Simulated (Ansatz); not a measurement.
# C6H12 (1-hexene) at CCSD/6-31G(d) (spherical functions)

Aim: the energy change on altering one bond length of C6H12 (1-hexene) at CCSD/6-31G* (spherical functions), from 2 runs. 

The calculation is run with Ansatz 0.2.0.

30 further runs of the same task are left out: 30 set aside as unsound or not needed.

**1. The molecule**

C6H12: 18 atoms, total charge 0, spin state singlet. As SMILES, `C=CCCCC`. Geometry: relaxed at PBE0-D4/def2-TZVP. This is one conformer, not always the lowest.

Some bond lengths: C1–C2 1.326 Å, C2–C3 1.492 Å, C3–C4 1.531 Å, C4–C5 1.524 Å, C5–C6 1.520 Å, C1–H7 1.084 Å, C1–H8 1.086 Å, C2–H9 1.089 Å, C3–H10 1.097 Å, C3–H11 1.094 Å, C4–H12 1.096 Å, C4–H13 1.095 Å, C5–H14 1.095 Å, C5–H15 1.095 Å, C6–H16 1.092 Å, C6–H17 1.094 Å. Some angles: C1–C2–C3 124.9°, C2–C3–C4 113.7°, C3–C4–C5 115.3°, C4–C5–C6 114.1°, C1–C2–H9 118.5°, C3–C2–H9 116.6°, C2–C1–H7 121.7°, C2–C1–H8 121.3°, C2–C3–H10 109.2°, C2–C3–H11 109.2°.

**2. A single-point energy at CCSD/6-31G(d) (spherical functions)**

Input file run.yaml:

```yaml
crystal:
  periodic: [false, false, false]
  atoms:
    - {symbol: C, position_ang: [0.557260, -2.464680, -1.410260]}
    - {symbol: C, position_ang: [0.256910, -1.557210, -0.491470]}
    - {symbol: C, position_ang: [1.057370, -0.329250, -0.211220]}
    - {symbol: C, position_ang: [0.323130, 0.973080, -0.541800]}
    - {symbol: C, position_ang: [-0.989470, 1.187860, 0.202760]}
    - {symbol: C, position_ang: [-0.845170, 1.224200, 1.715550]}
    - {symbol: H, position_ang: [-0.065590, -3.336430, -1.575290]}
    - {symbol: H, position_ang: [1.443620, -2.368500, -2.030700]}
    - {symbol: H, position_ang: [-0.640990, -1.700710, 0.106950]}
    - {symbol: H, position_ang: [1.345430, -0.320820, 0.846750]}
    - {symbol: H, position_ang: [1.988200, -0.368130, -0.784830]}
    - {symbol: H, position_ang: [0.995820, 1.811240, -0.325440]}
    - {symbol: H, position_ang: [0.130050, 0.999120, -1.619240]}
    - {symbol: H, position_ang: [-1.426830, 2.131340, -0.139440]}
    - {symbol: H, position_ang: [-1.706150, 0.409590, -0.080020]}
    - {symbol: H, position_ang: [-1.797970, 1.454720, 2.197410]}
    - {symbol: H, position_ang: [-0.124150, 1.987240, 2.023900]}
    - {symbol: H, position_ang: [-0.501450, 0.267350, 2.116390]}
basis:
  gaussian: {orbitals: 6-31G_st_-spherical.json}
correlation: {method: ccsd, frozen_orbitals: {C: 1, H: 0}}
accuracy: high
scf: {omitted_lower_state_checks: [cluster_reference, increment]}
```

The basis set 6-31G* is read from a file made from the Basis Set Exchange's data (not shown).

The run is started by

```console
$ ansatz run run.yaml --threads 1 --pin off --max-ram 3480MiB --events-out events.jsonl --progress --plain --runs-dir runs
```

What it wrote:

```text
Warning: RAYON_NUM_THREADS=1 ignored (pool sized by the plan → 1); use --threads N
Functional definition: HF
  name "HF"
  exchange = exact_x
  correlation = 0
these checks for a lower state are left out or cut short: cluster_reference, increment
2830 factors; integrals over basis functions are off by at most 3.4e-9 eV
mean field evaluation 1: about -6368.9139 eV, gradient 3.2e1 eV
mean field evaluation 2: about -6368.9129 eV, gradient 3.2e1 eV
mean field evaluation 4: about -6372.0679 eV, gradient 3.4e0 eV
mean field evaluation 8: about -6372.1032 eV, gradient 6.7e-5 eV
mean field -6372.10322491 eV, -234.1704743489 hartree, gradient 1.5e-8 eV, S^2 0.000000; 0 other end points of the search recorded, 0 dependent functions left out
6 core orbitals not correlated: weight in the atoms' cores, before any rotation towards them, 1.000 or more for the frozen orbitals, at most 0.000 for the correlated occupied ones
reference -6372.10322491 eV, -234.1704743489 hartree; 18, 18 occupied and 84, 84 virtual orbitals, 2830 factors
second order -21.01558090 eV of doubles, -0.00000000 eV of singles
cycle   1  -22.24318816 eV  change    -1.2e0 eV  update   1.0e-1
cycle   2  -22.91156832 eV  change   -6.7e-1 eV  update   3.2e-2
cycle   3  -23.01926594 eV  change   -1.1e-1 eV  update   1.1e-2
cycle   4  -23.02390242 eV  change   -4.6e-3 eV  update   3.4e-3
cycle   5  -23.02466803 eV  change   -7.7e-4 eV  update   1.0e-3
cycle   6  -23.02451897 eV  change    1.5e-4 eV  update   3.0e-4
cycle   7  -23.02447052 eV  change    4.8e-5 eV  update   7.1e-5
cycle   8  -23.02447122 eV  change   -7.0e-7 eV  update   2.6e-5
cycle   9  -23.02446462 eV  change    6.6e-6 eV  update   7.1e-6
cycle  10  -23.02446088 eV  change    3.7e-6 eV  update   2.4e-6
cycle  11  -23.02446140 eV  change   -5.1e-7 eV  update   9.5e-7
cycle  12  -23.02446188 eV  change   -4.8e-7 eV  update   2.9e-7
cycle  13  -23.02446208 eV  change   -2.0e-7 eV  update   1.3e-7
cycle  14  -23.02446214 eV  change   -6.2e-8 eV  update   5.1e-8
cycle  15  -23.02446222 eV  change   -7.8e-8 eV  update   3.9e-8
cycle  16  -23.02446224 eV  change   -2.1e-8 eV  update   2.5e-8
cycle  17  -23.02446236 eV  change   -1.2e-7 eV  update   1.3e-7
cycle  18  -23.02446237 eV  change   -8.8e-9 eV  update   3.2e-8
cycle  19  -23.02446240 eV  change   -3.4e-8 eV  update   1.1e-8
cycle  20  -23.02446241 eV  change   -1.3e-8 eV  update   5.1e-9
cycle  21  -23.02446242 eV  change   -1.8e-9 eV  update   3.0e-9
Total energy: -6395.12768733 eV, -235.0166077361 hartree
Checks for a lower state left out: cluster_reference, increment
```

Run time: 63 s. Hardware: 1 thread of Arm Neoverse V1, shared host; peak memory 1.1 GiB.

**3. The distorted shape**

Input file run.yaml:

```yaml
basis:
  gaussian:
    orbitals: 6-31G_st_-spherical.json
crystal:
  periodic: [false, false, false]
  atoms:
    - {symbol: C, position_ang: [0.413224, -2.468895, -1.939268]}
    - {symbol: C, position_ang: [0.112874, -1.561425, -1.020478]}
    - {symbol: C, position_ang: [0.913334, -0.333465, -0.740228]}
    - {symbol: C, position_ang: [0.179094, 0.968865, -1.070808]}
    - {symbol: C, position_ang: [-1.133506, 1.183645, -0.326248]}
    - {symbol: C, position_ang: [-0.989206, 1.219985, 1.186542]}
    - {symbol: H, position_ang: [-0.209626, -3.340645, -2.104298]}
    - {symbol: H, position_ang: [1.299584, -2.372715, -2.559708]}
    - {symbol: H, position_ang: [-0.785026, -1.704925, -0.422058]}
    - {symbol: H, position_ang: [1.345430, -0.320820, 0.846750]}
    - {symbol: H, position_ang: [1.844164, -0.372345, -1.313838]}
    - {symbol: H, position_ang: [0.851784, 1.807025, -0.854448]}
    - {symbol: H, position_ang: [-0.013986, 0.994905, -2.148248]}
    - {symbol: H, position_ang: [-1.570866, 2.127125, -0.668448]}
    - {symbol: H, position_ang: [-1.850186, 0.405375, -0.609028]}
    - {symbol: H, position_ang: [-1.942006, 1.450505, 1.668402]}
    - {symbol: H, position_ang: [-0.268186, 1.983025, 1.494892]}
    - {symbol: H, position_ang: [-0.645486, 0.263135, 1.587382]}
correlation:
  method: ccsd
  frozen_orbitals: {C: 1, H: 0}
accuracy: high
scf:
  omitted_lower_state_checks: [cluster_reference, increment]
```

The basis set 6-31G* is read from a file made from the Basis Set Exchange's data (not shown).

The run is started by

```console
$ ansatz run run.yaml --threads 1 --pin off --max-ram 3480MiB --events-out events.jsonl --progress --plain --runs-dir runs
```

What it wrote:

```text
Warning: RAYON_NUM_THREADS=1 ignored (pool sized by the plan → 1); use --threads N
[... 4 set-up lines as earlier in the session ...]
these checks for a lower state are left out or cut short: cluster_reference, increment
2834 factors; integrals over basis functions are off by at most 8.1e-9 eV
mean field evaluation 1: about -6366.5609 eV, gradient 3.2e1 eV
mean field evaluation 2: about -6366.5592 eV, gradient 3.2e1 eV
mean field evaluation 4: about -6369.8243 eV, gradient 3.6e0 eV
mean field evaluation 8: about -6369.8673 eV, gradient 2.1e-4 eV
mean field -6369.86731231 eV, -234.0883060762 hartree, gradient 2.5e-8 eV, S^2 0.000000; 0 other end points of the search recorded, 0 dependent functions left out; unrestricted orbitals would lower it
6 core orbitals not correlated: weight in the atoms' cores, before any rotation towards them, 1.000 or more for the frozen orbitals, at most 0.000 for the correlated occupied ones
reference -6369.86731231 eV, -234.0883060762 hartree; 18, 18 occupied and 84, 84 virtual orbitals, 2834 factors
second order -21.23571140 eV of doubles, -0.00000000 eV of singles
cycle   1  -22.46817803 eV  change    -1.2e0 eV  update   1.1e-1
cycle   2  -23.21482541 eV  change   -7.5e-1 eV  update   3.8e-2
cycle   3  -23.36198499 eV  change   -1.5e-1 eV  update   1.5e-2
cycle   4  -23.36382331 eV  change   -1.8e-3 eV  update   4.4e-3
cycle   5  -23.36397802 eV  change   -1.5e-4 eV  update   1.4e-3
cycle   6  -23.36372103 eV  change    2.6e-4 eV  update   4.4e-4
cycle   7  -23.36362965 eV  change    9.1e-5 eV  update   1.5e-4
cycle   8  -23.36366528 eV  change   -3.6e-5 eV  update   6.5e-5
cycle   9  -23.36366821 eV  change   -2.9e-6 eV  update   2.5e-5
cycle  10  -23.36365581 eV  change    1.2e-5 eV  update   1.0e-5
cycle  11  -23.36366131 eV  change   -5.5e-6 eV  update   3.9e-6
cycle  12  -23.36366194 eV  change   -6.3e-7 eV  update   1.3e-6
cycle  13  -23.36366279 eV  change   -8.6e-7 eV  update   4.1e-7
cycle  14  -23.36366323 eV  change   -4.4e-7 eV  update   1.6e-7
cycle  15  -23.36366336 eV  change   -1.3e-7 eV  update   7.8e-8
cycle  16  -23.36366338 eV  change   -2.1e-8 eV  update   4.5e-8
cycle  17  -23.36366336 eV  change    2.1e-8 eV  update   3.3e-8
cycle  18  -23.36366291 eV  change    4.5e-7 eV  update   1.7e-7
cycle  19  -23.36366283 eV  change    8.1e-8 eV  update   4.6e-8
cycle  20  -23.36366279 eV  change    3.8e-8 eV  update   1.4e-8
cycle  21  -23.36366278 eV  change    1.2e-8 eV  update   4.9e-9
cycle  22  -23.36366277 eV  change    2.3e-9 eV  update   1.7e-9
Total energy: -6393.23097508 eV, -234.9469048467 hartree
Checks for a lower state left out: cluster_reference, increment
```

Wall time 65 s (1 thread of Arm Neoverse V1, shared host); peak memory 1.1 GiB.

**4. Outcome**

Level: CCSD/6-31G* (spherical functions), 6 core orbitals frozen.

| quantity | value |
| --- | --- |
| first shape: total energy | -235.01661 Eh |
| first shape: correlation energy (6 core orbitals frozen) | -846.1 mEh |
| first shape: T1 diagnostic | 0.009 |
| distorted shape: total energy | -234.94690 Eh |
| distorted shape: correlation energy (6 core orbitals frozen) | -858.6 mEh |
| distorted shape: T1 diagnostic | 0.011 |
| energy change with the C3–H10 bond stretched from 1.097 to 1.645 Å | 1.897 eV |

**Reading.** One bond (distorted shape) is far stretched, which a spin-restricted single reference describes badly; a broken-symmetry solution may lie lower. With the C3–H10 bond stretched from 1.097 to 1.645 Å the energy rises by 1.90 eV (183 kJ/mol). The first shape isn't relaxed at this level, so the change isn't measured from a minimum. A restricted reference can't describe the breaking bond well at this length. The restricted solution (distorted shape) is unstable to spin breaking: an unrestricted one lies lower.
